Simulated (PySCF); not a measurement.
**`C1C(SC)(F)C1`, C₄H₇FS**

Molfile (atoms numbered from 1):
```
C4H7FS
     RDKit          3D

 13 13  0  0  0  0  0  0  0  0999 V2000
    2.1112    0.5494   -0.5834 C   0  0  0  0  0  0  0  0  0  0  0  0
    1.0973    0.2194    0.8901 S   0  0  0  0  0  0  0  0  0  0  0  0
   -0.2863   -0.5789    0.0807 C   0  0  0  0  0  0  0  0  0  0  0  0
    0.0485   -1.8019   -0.4348 F   0  0  0  0  0  0  0  0  0  0  0  0
   -1.2939    0.2174   -0.6838 C   0  0  0  0  0  0  0  0  0  0  0  0
   -1.6666   -0.4262    0.6245 C   0  0  0  0  0  0  0  0  0  0  0  0
    3.0232    1.0214   -0.2343 H   0  0  0  0  0  0  0  0  0  0  0  0
    2.3393   -0.3921   -1.0740 H   0  0  0  0  0  0  0  0  0  0  0  0
    1.5736    1.2152   -1.2521 H   0  0  0  0  0  0  0  0  0  0  0  0
   -1.6800   -0.2161   -1.5940 H   0  0  0  0  0  0  0  0  0  0  0  0
   -1.1732    1.2893   -0.7125 H   0  0  0  0  0  0  0  0  0  0  0  0
   -1.7944    0.2013    1.4919 H   0  0  0  0  0  0  0  0  0  0  0  0
   -2.3029   -1.2977    0.6027 H   0  0  0  0  0  0  0  0  0  0  0  0
  1  2  1  0
  2  3  1  0
  3  4  1  0
  3  5  1  0
  5  6  1  0
  6  3  1  0
  1  7  1  0
  1  8  1  0
  1  9  1  0
  5 10  1  0
  5 11  1  0
  6 12  1  0
  6 13  1  0
M  END
```

The calculation used PySCF, GIAO LDA/3-21G magnetisability, rotational g tensor and spin-rotation constants, non-relativistic, gas phase. Geometry: GFN2-xTB.

(1) How diamagnetic is it, and how anisotropic?

(2) Split it along the inertial axes a, b, c into diamagnetic and paramagnetic parts about the centre of mass, with the quadrupole moment.

(3) And the rotational g tensor?

Answers

(1) Isotropic -1196 × 10⁻³⁰ J/T², or -72.0 × 10⁻⁶ cm³/mol; principal values -1310, -1182, -1097 × 10⁻³⁰ J/T², anisotropy 185 × 10⁻³⁰ J/T² (root of half the summed squared differences of the principal values). The susceptibility is in cgs units.

(2) 
| axis | χ (10⁻⁶ cm³/mol) | diamagnetic (10⁻⁶ cm³/mol) | paramagnetic (10⁻⁶ cm³/mol) | summed x² of all electrons (Å²) | quadrupole Θ (D Å) |
| --- | --- | --- | --- | --- | --- |
| a | -72.4 | -340.8 | 268.5 | 115.4 | +5.37 |
| b | -77.5 | -643.2 | 565.7 | 44.2 | -3.92 |
| c | -66.3 | -677.3 | 610.9 | 36.2 | -1.45 |

Anisotropies 2χaa − χbb − χcc = -1.0 and 2χbb − χaa − χcc = -16.2 × 10⁻⁶ cm³/mol. Θ is traceless in Buckingham's convention.

(3) 
```tsv
axis	rotational constant (GHz)	g	nuclear part	electronic part
a	4.6318	-0.0126	0.5716	-0.5842
b	2.2004	+0.0049	0.5897	-0.5848
c	2.0151	-0.0074	0.5710	-0.5784
```
Asymmetric top; isotopes 12C, 19F, 1H, 32S; no vibrational averaging.
